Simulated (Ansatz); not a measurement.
Species: ethanol, C₂H₆O, charge 0, multiplicity 1. SMILES: CCO
Geometry from a B3LYP-D3(BJ)/def2-TZVP (Ansatz, a program for electronic structure) optimisation:
```
C
H 1 1.0973
H 1 1.0973 2 107.69
O 1 1.4270 2 110.49 3 -120.76
H 4 0.9624 1 108.87 2 59.54
C 1 1.5131 2 110.09 3 120.04
H 6 1.0909 1 110.47 2 60.81
H 6 1.0909 7 108.30 1 -121.11
H 6 1.0917 7 108.54 8 -117.66
```

Quantity: enthalpy of formation at 298 K, in kcal/mol. Conventions: LANL2DZ all-electron up to Ne; 6-311+G** with 5d; frozen cores in correlated levels; six Cartesian d functions in 6-31G* and its kin unless marked 5d; no spin-orbit coupling; UHF or UKS for open shells; non-relativistic. CBS marks a two-point X^-3 extrapolation of the correlation energy; Hartree-Fock from the larger set. The bracket is a focal-point correction in the basis named. Ab initio and DFT rows: single points at B3LYP-D3(BJ) geometries (Ansatz), with unscaled harmonic terms from B3LYP/6-31G* at its own minima, enthalpies of formation by atomisation with measured atoms.

Measured values: Active Thermochemical Tables 1.112 (ions: stationary electron), as tabulated in the package chemicals; they hold spin-orbit and core effects, anharmonicity and other conformers. 

Value to compare with, the measured value: -56.1 kcal/mol.

```tsv
level	program	enthalpy of formation at 298 K (kcal/mol)	error
MP2/STO-3G	Ansatz	-27.7	28.4
MP2/3-21G	Ansatz	69.5	125.6
MP2/LANL2DZ	Ansatz	75.2	131.3
MP2/6-31G*	Ansatz	13.4	69.5
MP2/6-311+G**	Ansatz	-18.8	37.3
RI-MP2/CBS(aug-cc-pVTZ,aug-cc-pVQZ)+[CCSD(T)-MP2]/aug-cc-pVTZ	Ansatz	-56.1	0.0
```

Among the 5 habitual levels, MP2/LANL2DZ lies farthest from the measured value (131.3 kcal/mol) and MP2/STO-3G nearest (28.4); 5 of 5 lie above it, and their mean absolute error is 78.4 kcal/mol, the median 69.5. One case shows no general order.

The sets are all those run for this method; runs whose electronic state is in doubt are left out.
